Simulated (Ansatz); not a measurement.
# How far each method lies from full CI for CO⁺, quartet

Geometry: that of the CO, triplet, kept fixed. The doublet lies 5.7 eV lower here.

```yaml
atoms:
  - { symbol: O, position_ang: [0.0000, 0.0000, 0.0000] }
  - { symbol: C, position_ang: [0.0000, 0.0000, 1.1955] }
```

Basis 6-31G; Ansatz 0.2.0. Correlated methods freeze the noble-gas cores, which leaves 9 electrons in 16 orbitals. Prefix R: restricted or restricted open-shell reference; prefix U: unrestricted. Active spaces: valence = (9e, 8o) chosen from the atoms' valence shells.

Full CI is exact within this basis and frozen core; it isn't the basis-set limit. The frozen core follows each run's orbitals, which can shift R against U totals by a few meV.

For open shells CISD and CISDTQ are restricted-active-space CI with the open shells as a complete middle space. The determinant fills πx and πy unequally, so it is a mixture of Σ and Δ, which weighs on every level built on one determinant.

The UHF ⟨S²⟩ is 3.772, the T1 diagnostic (RCCSD) is 0.0329 and the largest doubles amplitude (RCCSD) is 0.367. The T1 diagnostic (UCCSD) is 0.0285.

```
                            level  E − E(full CI) (mEh)  share of correlation (%)  wall time
                              RHF                164.77                      0.00          –
                              UHF                161.88                      1.75          –
                             RMP2                 47.08                     71.43          –
                             UMP2                 46.05                     72.05          –
                             CISD                 23.89                     85.50     0.72 s
                           RCCSD*                 20.89                     87.32          –
                           UCCSD*                 20.66                     87.46          –
                        RCCSD(T)*                 10.12                     93.86     0.72 s
                        UCCSD(T)*                 10.12                     93.86     0.69 s
                         BCCD(T)*                 10.03                     93.91     0.87 s
                          RCCSDT*                  0.44                     99.73          –
                          UCCSDT*                  0.42                     99.74          –
                           CISDTQ                  0.48                     99.71        6 s
                       RCCSDT(Q)*                 -0.40                    100.24      3.7 s
                       UCCSDT(Q)*                 -0.56                    100.34        7 s
                         RCCSDTQ*                  0.08                     99.95       36 s
                         UCCSDTQ*                  0.05                     99.97       56 s
           CASSCF (valence space)                 66.91                     59.39          –
           NEVPT2 (valence space)                 14.73                     91.06      1.3 s
           MRCISD (valence space)                  2.49                     98.49          –
         MRCISD+Q (valence space)                  1.02                     99.38        2 s
MRCISD+Q(relaxed) (valence space)                  0.09                     99.94      2.3 s
```

An asterisk marks runs whose energy the program itself flagged as in doubt.

The correlation energy at full CI, counted from RHF, is -4.484 eV. That run took 14 s on 1 thread of Arm Neoverse V1, shared host over 1,120,064 determinants.

Times hold each run's SCF and search for its determinant on a shared host, so for small cases they say little of a method's own cost; they ran on 1 thread of Arm Neoverse V1.

Not variational, and here over 5 meV under the exact energy: RCCSDT(Q), UCCSDT(Q).

The full-CI state has the irrep A1 of C2v, in the program's axes (one component, if the state is degenerate).

Natural occupations of full CI about the gap: 1.987 1.966 1.455 1.455 1.001 0.538 0.538 0.026 0.010 0.007; effectively unpaired electrons, Σ n²(2−n)², 3.50. No single determinant describes this state well, so single-reference rows can miss without a flag.
